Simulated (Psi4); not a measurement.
# triplet C3H4F2 at 3 levels

Aim: a comparison of 3 runs (UHF/STO-3G, UHF/3-21G, U-wB97X-V/6-31G*) of triplet C3H4F2. 

Program for the calculation: Psi4 1.11.

1 further run of the same task is left out (set aside as unsound or not needed).

## 1. The molecule

C3H4F2 has 9 atoms, charge 0, and is taken as a triplet. SMILES of the parent species: `F/C=C\CF`. The coordinates come from a PBE0-D4/def2-TZVP relaxation. This is one conformer, not always the lowest. That shape belongs to the parent species and isn't relaxed for this state.

Bond lengths: F1–C2 1.336 Å, C2–C3 1.320 Å, C3–C4 1.485 Å, C4–F5 1.387 Å, C2–H6 1.084 Å, C3–H7 1.084 Å, C4–H8 1.095 Å, C4–H9 1.091 Å. Some angles: F1–C2–C3 122.6°, C2–C3–C4 124.9°, C3–C4–F5 109.9°, F1–C2–H6 112.2°, C3–C2–H6 125.2°, C2–C3–H7 117.2°, C4–C3–H7 117.9°, C3–C4–H8 111.0°, C3–C4–H9 111.5°, F5–C4–H8 107.0°.

## 2. Energy and gradient at UHF/STO-3G (run 1)

The input, c3h4f2.json:

```json
{
  "schema_name": "qcschema_input",
  "schema_version": 1,
  "molecule": {
    "schema_name": "qcschema_molecule",
    "schema_version": 2,
    "symbols": ["F", "C", "C", "C", "F", "H", "H", "H", "H"],
    "geometry": [-3.34727188, 1.31562733, -1.4441287, -1.43014473, -0.15835905, -2.17091737, 0.51003708, -0.67160866, -0.68842723, 0.83053463, 0.29328549, 1.92638681, 3.1305203, 1.53332378, 2.14238251, -1.67977755, -0.86681737, -4.07595028, 1.96985051, -1.89218277, -1.44677432, 0.84999881, -1.25988041, 3.29322572, -0.66631743, 1.61911734, 2.43188855],
    "molecular_charge": 0,
    "molecular_multiplicity": 3,
    "fix_symmetry": "c1",
    "fix_com": true,
    "fix_orientation": true
  },
  "driver": "gradient",
  "model": {
    "method": "hf",
    "basis": "STO-3G"
  },
  "keywords": {
    "reference": "uhf",
    "puream": true,
    "e_convergence": 1e-09,
    "d_convergence": 1e-08,
    "scf_type": "pk",
    "maxiter": 100,
    "scf_properties": ["MAYER_INDICES", "QUADRUPOLE", "MULLIKEN_CHARGES"]
  }
}
```

Started as:

```console
$ psi4 --qcschema c3h4f2.json -n 1 --memory 2200MB
```

stdout:

```text
[...]
  Running in c1 symmetry.
[...]
  Nuclear repulsion =  168.442552202306160
[...]
  Multiplicity = 3
[...]
  Nalpha       = 21
  Nbeta        = 19
[...]
    Number of basis functions: 29
[...]
   @UHF iter   1:  -310.31071336807702   -2.73923e+00   1.18224e-02 ADIIS/DIIS
[...]
   @UHF iter  15:  -310.42663515992132   -3.97904e-13   3.97889e-09 DIIS
[...]
   @S^2 Observed:                2.021493012E+00
[...]
  @UHF Final Energy:  -310.42663515992132
   => Energetics <=
    Nuclear Repulsion Energy =            168.4425522023061603
    One-Electron Energy =                -766.2143838310721549
    Two-Electron Energy =                 287.3451964688446765
    Total Energy =                       -310.4266351599213181
  UHF NO Occupations:
  HONO-2 :   19  A 1.9955779
  HONO-1 :   20  A 1.0000000
[...]
  -Total Gradient:
     Atom            X                  Y                   Z
    ------   -----------------  -----------------  -----------------
       1        0.011095376096    -0.012776906167    -0.013455769911
       2        0.230214169636    -0.054236879431     0.191549617286
       3       -0.226119770612     0.074957989775    -0.147969327900
       4       -0.012734309449    -0.008535842737    -0.018531556278
       5       -0.010253839443    -0.006640388603    -0.002301151615
       6       -0.006150715854     0.004430138650     0.001522733806
       7        0.000015152474    -0.002174396621    -0.005145043153
       8        0.005433567038     0.004695637713    -0.004704492592
       9        0.008500370111     0.000280647422    -0.000965009644
[...]
```

The result, in JSON:

```text
{
 "driver": "gradient",
 "model": {
  "method": "hf",
  "basis": "STO-3G"
 },
 "success": true,
 "return_result": [0.011095376096215082, -0.012776906167324492, -0.013455769910721518, 0.23021416963607633, -0.05423687943094872, 0.1915496172862284, -0.2261197706115696, 0.07495798977507591, -0.14796932790027376, -0.012734309449290993, -0.00853584273730263, -0.018531556277673222, -0.010253839442850077, -0.006640388603265657, -0.002301151614853822, -0.0061507158537298795, 0.004430138649821405, 0.0015227338059961015, 1.5152474455382148e-05, -0.002174396621282354, -0.005145043153092055, 0.005433567037937486, 0.0046956377131400495, -0.004704492591757314, 0.008500370111195338, 0.00028064742158084854, -0.0009650096442170158],
 "properties": {
  "calcinfo_nbasis": 29,
  "calcinfo_nmo": 29,
  "calcinfo_nalpha": 21,
  "calcinfo_nbeta": 19,
  "calcinfo_natom": 9,
  "nuclear_repulsion_energy": 168.44255220230616,
  "return_energy": -310.4266351599213,
  "return_gradient": [0.011095376096215082, -0.012776906167324492, -0.013455769910721518, 0.23021416963607633, -0.05423687943094872, 0.1915496172862284, -0.2261197706115696, 0.07495798977507591, -0.14796932790027376, -0.012734309449290993, -0.00853584273730263, -0.018531556277673222, -0.010253839442850077, -0.006640388603265657, -0.002301151614853822, -0.0061507158537298795, 0.004430138649821405, 0.0015227338059961015, 1.5152474455382148e-05, -0.002174396621282354, -0.005145043153092055, 0.005433567037937486, 0.0046956377131400495, -0.004704492591757314, 0.008500370111195338, 0.00028064742158084854, -0.0009650096442170158],
  "scf_one_electron_energy": -766.2143838310722,
  "scf_two_electron_energy": 287.3451964688447,
  "scf_dipole_moment": [-0.10914941862554706, -0.43228207696003906, -0.13104232831258456],
  "scf_total_energy": -310.4266351599213,
  "scf_total_gradient": [0.011095376096215082, -0.012776906167324492, -0.013455769910721518, 0.23021416963607633, -0.05423687943094872, 0.1915496172862284, -0.2261197706115696, 0.07495798977507591, -0.14796932790027376, -0.012734309449290993, -0.00853584273730263, -0.018531556277673222, -0.010253839442850077, -0.006640388603265657, -0.002301151614853822, -0.0061507158537298795, 0.004430138649821405, 0.0015227338059961015, 1.5152474455382148e-05, -0.002174396621282354, -0.005145043153092055, 0.005433567037937486, 0.0046956377131400495, -0.004704492591757314, 0.008500370111195338, 0.00028064742158084854, -0.0009650096442170158],
  "scf_iterations": 15
 }
}
```

Wall time 3.9 s (1 thread of AMD EPYC 7R43 (Zen 3), shared host); peak memory 0.18 GiB.

## 3. A single-point energy at UHF/3-21G (run 2)

The input, calc.inp:

```
memory 2.2 GB

molecule {
  0 3
  F
  C 1 R2
  C 2 R3 1 A3
  C 3 R4 2 A4 1 D4
  F 4 R5 3 A5 2 D5
  H 2 R6 3 A6 4 D6
  H 3 R7 2 A7 6 D7
  H 4 R8 5 A8 3 D8
  H 4 R9 8 A9 5 D9

  R2 = 1.336236
  R3 = 1.320348
  A3 = 122.6449
  R4 = 1.484622
  A4 = 124.87974
  D4 = -0.08389
  R5 = 1.387442
  A5 = 109.85592
  D5 = -124.72774
  R6 = 1.083636
  A6 = 125.19573
  D6 = -179.58305
  R7 = 1.083967
  A7 = 117.17873
  D7 = 0.30447
  R8 = 1.094892
  A8 = 106.9992
  D8 = 120.60351
  R9 = 1.091431
  A9 = 109.11501
  D9 = -116.85365
  symmetry c1
}

set {
  basis 3-21G
  reference uhf
  puream true
  e_convergence 1e-09
  d_convergence 1e-08
  scf_type pk
  maxiter 100
}

result = energy("hf")
```

Started as:

```console
$ psi4 -i calc.inp -o calc.out -n 1
```

calc.out:

```text
[...]
  Running in c1 symmetry.
[...]
  Nuclear repulsion =  168.442565641322005
[...]
  Multiplicity = 3
[...]
  Nalpha       = 21
  Nbeta        = 19
[...]
    Number of basis functions: 53
[...]
   @UHF iter   1:  -312.81646587890009   -6.55921e-01   6.03143e-03 DIIS/ADIIS
[...]
   @UHF iter  16:  -312.91592274084468   -1.53477e-12   4.06010e-09 DIIS
[...]
   @S^2 Observed:                2.020724191E+00
[...]
  @UHF Final Energy:  -312.91592274084468
   => Energetics <=
    Nuclear Repulsion Energy =            168.4425656413220054
    One-Electron Energy =                -766.5435506529568102
    Two-Electron Energy =                 285.1850622707900698
    Total Energy =                       -312.9159227408446782
  UHF NO Occupations:
  HONO-2 :   19  A 1.9954916
  HONO-1 :   20  A 1.0000000
[...]
 Multipole Moments:
 ------------------------------------------------------------------------------------
     Multipole            Electronic (a.u.)      Nuclear  (a.u.)        Total (a.u.)
 ------------------------------------------------------------------------------------
 L = 1.  Multiply by 2.5417464519 to convert [e a0] to [Debye]
 Dipole X            :         -1.5936378            2.2604607            0.6668229
 Dipole Y            :         -0.0593350            0.4833088            0.4239738
 Dipole Z            :         -1.8221294            2.2445068            0.4223774
 Magnitude           :                                                    0.8959962
[...]
```

Wall time 2.8 s (1 thread of AMD EPYC 7R43 (Zen 3), shared host); peak memory 0.19 GiB.

## 4. The energy at U-wB97X-V/6-31G(d) (spherical functions) (run 3)

The input, c3h4f2.py:

```python
import psi4

psi4.set_memory('2200 MB')
psi4.set_num_threads(1)
psi4.core.set_output_file('c3h4f2.out', False)

m = psi4.geometry("""
0 3
F     -1.771300     0.696200    -0.764200
C     -0.756800    -0.083800    -1.148800
C      0.269900    -0.355400    -0.364300
C      0.439500     0.155200     1.019400
F      1.656600     0.811400     1.133700
H     -0.888900    -0.458700    -2.156900
H      1.042400    -1.001300    -0.765600
H      0.449800    -0.666700     1.742700
H     -0.352600     0.856800     1.286900
symmetry c1
no_reorient
no_com
""")

options = {'basis': '6-31G*', 'reference': 'uks', 'puream': True, 'e_convergence': 1e-09, 'd_convergence': 1e-08, 'scf_type': 'pk', 'dft_radial_points': 99, 'dft_spherical_points': 590, 'maxiter': 100}
psi4.set_options(options)

E, wfn = psi4.energy('wb97x-v', return_wfn=True)
print(f'total energy {E:.8f} hartree = {E * 27.211386:.5f} eV')
```

Started as:

```console
$ python c3h4f2.py
```

c3h4f2.out:

```text
[...]
  Running in c1 symmetry.
[...]
  Nuclear repulsion =  168.442552110584870
[...]
  Multiplicity = 3
[...]
  Nalpha       = 21
  Nbeta        = 19
[...]
    Number of basis functions: 78
[...]
   @UKS iter   1:  -315.98711383995635   -4.51640e-01   4.93669e-03 DIIS/ADIIS
[...]
   @UKS iter  15:  -316.08383808178922   -8.46967e-12   8.71423e-09 DIIS
[...]
   @S^2 Observed:                2.005863587E+00
[...]
  @UKS Final Energy:  -316.08383808178922
   => Energetics <=
    Nuclear Repulsion Energy =            168.4425521105848702
    One-Electron Energy =                -769.0677747155093584
    Two-Electron Energy =                 311.7060330489478019
    DFT Exchange-Correlation Energy =     -27.3262347220912538
    Empirical Dispersion Energy =           0.0000000000000000
    VV10 Nonlocal Energy =                  0.1615861962787399
    Total Energy =                       -316.0838380817892244
[...]
 Multipole Moments:
 ------------------------------------------------------------------------------------
     Multipole            Electronic (a.u.)      Nuclear  (a.u.)        Total (a.u.)
 ------------------------------------------------------------------------------------
 L = 1.  Multiply by 2.5417464519 to convert [e a0] to [Debye]
 Dipole X            :          1.7839832           -2.0144480           -0.2304649
 Dipole Y            :        -20.6344205           20.0207034           -0.6137171
 Dipole Z            :         -1.1193104            0.8889272           -0.2303833
 Magnitude           :                                                    0.6948663
[...]
```

Standard output:

```text
total energy -316.08383808 hartree = -8601.07933 eV
```

Run time: 4.2 min. Hardware: 1 thread of AMD EPYC 7R43 (Zen 3), shared host; peak memory 1.3 GiB.

## 5. Overview of the runs

| run | level | task | integration grid | energy (Eh) | dipole moment (D) | HOMO energy (eV) | LUMO energy (eV) | wall time |
| --- | --- | --- | --- | --- | --- | --- | --- | --- |
| 1 | UHF/STO-3G | gradient | – | -310.426635 | 1.18 | -4.98 | 4.43 | 3.9 s |
| 2 | UHF/3-21G | energy | – | -312.915923 | 2.28 | -6.90 | 0.84 | 2.8 s |
| 3 | U-wB97X-V/6-31G* (spherical functions) | energy | 99 radial × 590 angular | -316.083838 | 1.77 | -5.28 | -1.81 | 4.2 min |

## 6. Summary of results

```
                                 quantity          value
                      run 3: total energy  -316.08384 Eh
                     run 3: dipole moment         1.77 D
run 3: HOMO energy (highest over α and β)       -5.28 eV
 run 3: LUMO energy (lowest over α and β)       -1.81 eV
                              run 3: ⟨S²⟩          2.006
```

In words: The dipole moment (its size) runs from 1.18 D (UHF/STO-3G) to 2.28 D (UHF/3-21G). In run 1 the basis is minimal, so the values are rough. All runs together took 4.3 min, the longest 4.2 min.
